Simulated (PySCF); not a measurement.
## Bond curve of AlP⁺

Set-up: PySCF, no relativity, basis sets Al def2-TZVPPD, P def2-TZVPPD. Energies in eV from Al⁺ + P in their ground configurations at the same level. All curves are PBE0. state 1: ⁴Σ⁻ (quartet), unpaired electrons σ ↑, π ↑↑; state 2: Ms = 0.5 determinant of mixed spin (⟨S²⟩ near 1.8), unpaired electrons σ ↓, π ↑↑, a second solution, started from another occupation; state 3: Ms = 0.5 determinant of mixed spin (⟨S²⟩ near 1.8), unpaired electrons σ ↑, π ↑↓, a mixture of terms (⟨Lz²⟩ = 2.0), a second solution, started from another occupation; state 4: ²Π (doublet), unpaired electrons π ↑, a second solution, started from another occupation.

```csv
R (Å),state 1,state 2,state 3,state 4
2.123,-0.4197,-0.2107,-0.0080,0.4005
2.222,-0.6690,-0.4375,-0.2449,0.3928
2.321,-0.7929,-0.5313,-0.3509,0.4811
2.395,-0.8319,-0.5433,-0.3738,0.5843
2.469,-0.8408,-0.5222,-0.3647,0.7048
2.543,-0.8296,-0.4794,-0.3348,0.8330
2.642,-0.7958,-0.4033,-0.2764,1.0039
2.765,-0.7379,-0.2960,-0.1905,1.2037
2.913,-0.6607,-0.1698,-0.0861,1.4093
3.111,-0.5590,-0.0229,0.0403,1.6182
```

Put a parabola through the three lowest points of the state 1 curve and estimate Re, k and ωe (reduced mass 14.42 u; 1 eV/Å² = 0.16022 mdyn/Å; ωe = 1302.8·√(k/μ) cm⁻¹).

Through R = 2.395, 2.469, 2.543 Å the second-order coefficient is 1.84 eV/Å², so Re ≈ 2.465 Å, k ≈ 0.588 mdyn/Å and ωe ≈ 263 cm⁻¹. A polynomial fit of higher order to the unrounded PBE0 energies gives Re = 2.460 Å, k = 0.610 mdyn/Å, ωe = 268 cm⁻¹; anharmonicity and rounding make the difference.

The higher-order fit for each curve: state 1: Re = 2.460 Å, ωe = 268 cm⁻¹, De = 0.84 eV; state 2: Re = 2.380 Å, ωe = 349 cm⁻¹, minimum 0.54 eV below the ground-state fragments; state 3: Re = 2.407 Å, ωe = 319 cm⁻¹, minimum 0.374 eV below the ground-state fragments; state 4: Re = 2.177 Å, ωe = 479 cm⁻¹, minimum 0.381 eV above the ground-state fragments.

For an ion De counts to the pair picked by the measured ionisation energies or electron affinities, which need not be the lowest pair at this level. The state is the lowest determinant that a PBE0 search found; another state may lie lower at other levels.
